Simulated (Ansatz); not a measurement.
# AlBH2 (singlet): the correlation ladder, 6-31G

Aim: climb from Hartree-Fock through coupled cluster and multireference methods for AlBH2 (singlet) at one geometry and basis, and see what each rung misses.

The runs use Ansatz 0.2.0, Gaussian basis; 6-31G, core rule «outside noble gas», up to 6 orbitals frozen.

To be run: UHF; CCSD(T) on RHF; CCSD(T) on UHF; BCCD(T) on RHF; CISD; CCSDT(Q) on RHF; CCSDT(Q) on UHF; CISDTQ; CCSDTQ on RHF; CASSCF and MRCISD+Q, 8 electrons in 10 orbitals; CASSCF and NEVPT2, 8 electrons in 10 orbitals; Full CI.

9 further runs of the same task are left out: 2 that didn't finish, 7 set aside as unsound or not needed.

### 1 What is computed

The geometry is a PBE0/def2-TZVP stationary point (not a proven minimum).

4 atoms, charge 0, spin multiplicity 1.

Atoms are counted from 1 here; the program's logs count them from 0.

Bond lengths: B1–Al2 2.320 Å, Al2–H3 1.598 Å, Al2–H4 1.598 Å. Angles: B1–Al2–H3 121.2°, B1–Al2–H4 121.2°, H3–Al2–H4 117.7°.

### 2 UHF

The input, in.yaml:

```yaml
crystal:
  periodic: [false, false, false]
  atoms:
    - {symbol: B, position_ang: [0.000000, 0.000000, 1.731547]}
    - {symbol: Al, position_ang: [0.000000, 0.000000, -0.588094]}
    - {symbol: H, position_ang: [0.000000, -1.367107, -1.414802]}
    - {symbol: H, position_ang: [0.000000, 1.367107, -1.414802]}
basis:
  gaussian: {orbitals: 6-31G}
magnetization: {spin_polarized: true, initial_magnetization: 0}
hamiltonian: {xc: hf}
output: {orbitals: {seedname: orbitals}}
```

The run is started by

```sh
ansatz run in.yaml --threads 1 --pin off --events-out ev --progress --plain --max-ram 2393MiB
```

After this run come: CCSD(T) on RHF; CCSD(T) on UHF; BCCD(T) on RHF; CISD; CCSDT(Q) on RHF; CCSDT(Q) on UHF; CISDTQ; CCSDTQ on RHF; CASSCF and MRCISD+Q, 8 electrons in 10 orbitals; CASSCF and NEVPT2, 8 electrons in 10 orbitals; Full CI.

**Question.** What will the summary of the whole plan be? Wanted: FCI below the RHF energy; RMP2 from FCI; UMP2 from FCI; RCCSD from FCI; RCCSD(T) from FCI; UCCSD(T) from FCI; RCCSDT(Q) from FCI; UCCSDT(Q) from FCI; NEVPT2 valence from FCI.

As calculated:

```
                         quantity                                                                                                                        value
         FCI below the RHF energy                                                                                                                   -2.9590 eV
                    RMP2 from FCI                                                                                                                +104.1 kJ/mol
                    UMP2 from FCI                                                                                                                 +84.9 kJ/mol
                   RCCSD from FCI                                                                                                                  +7.8 kJ/mol
                RCCSD(T) from FCI                                                                                                                  +2.7 kJ/mol
                UCCSD(T) from FCI                                                                                                                  -4.0 kJ/mol
               RCCSDT(Q) from FCI                                                                                                                  +0.3 kJ/mol
               UCCSDT(Q) from FCI                                                                                                                  +0.3 kJ/mol
          NEVPT2 valence from FCI                                                                                                                 +18.8 kJ/mol
        MRCISD+Q valence from FCI                                                                                                                  +0.9 kJ/mol
levels within 1 kcal/mol (43 meV)  UCCSD, RCCSD(T), UCCSD(T), BCCD(T), RCCSDT, UCCSDT, CISDTQ, RCCSDT(Q), UCCSDT(Q), RCCSDTQ, MRCISD valence, MRCISD+Q valence
                    T1 diagnostic                                                                                                                        0.016
   effectively unpaired electrons                                                                                                                         0.16
```

In words: RCCSD(T) lands +2.7 kJ/mol from the yardstick (0.9 % of the correlation energy). CCSD(T) misses by +2.7 kJ/mol on the restricted determinant and by -4.0 kJ/mol on the unrestricted one; the two need not hold the same state or core. UCCSD(T) falls below full CI: unrestricted runs freeze a spin-polarised core, another one than full CI's, and coupled cluster isn't variational. One determinant dominates. Of the multireference levels listed MRCISD+Q valence comes nearest in total energy (+0.9 kJ/mol), which doesn't show that its space is the better one. These misses are within one basis, not against nature.
